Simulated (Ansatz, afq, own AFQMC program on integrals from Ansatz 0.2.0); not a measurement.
# Re, sextet: AFQMC among the cluster methods

A free Re atom.

Basis def2-TZVP with its core potentials. Only valence electrons are correlated. AFQMC by an in-house program on the Cholesky factors that Ansatz 0.2.0 writes for its CCSD(T) run. The CISD trial takes its coefficients from CCSD amplitudes. Released means that phaseless walkers are propagated on without the constraint, phases kept. Free projection: walkers drawn from exp(T), propagated without any constraint. Its projection time is finite, and what remains of the start isn't in its error. ± is one standard error of the sampling. No spin–orbit coupling. The metal's outer-core s and p shells are frozen, which shifts wave-function levels against functionals.

Determinant: UHF, the one that the program's search chose, which needn't be the lowest solution.

No full CI on the walks' own integrals is used here; CCSDTQ serves as the reference and is uncertain by about the last step of the cluster series.

Cautions: no spin-orbit coupling; outer-core shells of the metal frozen; the released energies are still falling, so no released level is given (meV from the phaseless value at times in 1/Eh: -1.3 ± 1.7 at 0.24, -3.9 ± 1.4 at 0.50, -6.1 ± 1.1 at 1.00, -7.6 ± 1.1 at 1.50).

The T1 diagnostic is 0.0207, the weight of the determinant in the CISD state is 0.917 and the ⟨S²⟩ of the determinant is 8.799. The size of the correlated space is 7 electrons in 36 orbitals.

| level | correlation energy (eV) |
| --- | --- |
| MP2 | -2.6982 |
| CCSD | -3.0375 |
| CCSD(T) | -3.1239 |

(1) Estimate where phaseless AFQMC with the Hartree–Fock trial lies against CCSD(T) on the same integrals.

(1) 0.97 ± 0.29 kcal/mol above CCSD(T).

Reference: CCSDTQ, correlation energy -3.146 eV.

| level | E − E(reference) (kcal/mol) | share of correlation (%) |
| --- | --- | --- |
| CCSD(T) | 0.50 | 99.31 |
| CCSDT | 0.14 | 99.81 |
| CCSDT(Q) | 0.00 | 99.99 |
| ph-AFQMC/HF | 1.47 ± 0.29 | 97.97 |
| ph-AFQMC/CISD | 0.26 ± 0.04 | 99.64 |
| free AFQMC | 0.01 ± 0.03 | 99.98 |

CCSDT and higher add their correlation energy to the determinant of the CCSD(T) run, since their own runs factorise the integrals more tightly (a shift of under 2 meV). Free projections are given only where their last times agree within the noise and don't stop above the reference; a slow remainder of the start can still hide under it. A walk keeps the symmetry of its determinant, which the program's search chose and which needn't be the lowest solution, so a lower state of the same spin and another symmetry isn't excluded.
